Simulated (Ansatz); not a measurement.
## Ansatz (development build ahead of 0.2.0) run

```yaml
crystal:
  periodic: [false, false, false]
  atoms:
    - { symbol: O, position_ang: [0.0, 0.0, -0.45401] }
    - { symbol: O, position_ang: [0.0, 1.1456, 0.227] }
    - { symbol: O, position_ang: [0.0, -1.1456, 0.227] }
basis:
  gaussian: { orbitals: cc-pVDZ }
hamiltonian:
  xc: hf
correlation:
  method: mp2
  frozen_orbitals: { O: 1 }
```

The input is written out in the form of the current development build from the run's settings.

Results

* Converged: yes
* Reference energy: -224.23763 hartree
* Correlation energy: -0.65874 hartree
* Total energy: -224.89637 hartree
* Spin squared of the determinant: 0.000

Caution: in another basis set an unrestricted determinant lies well below.
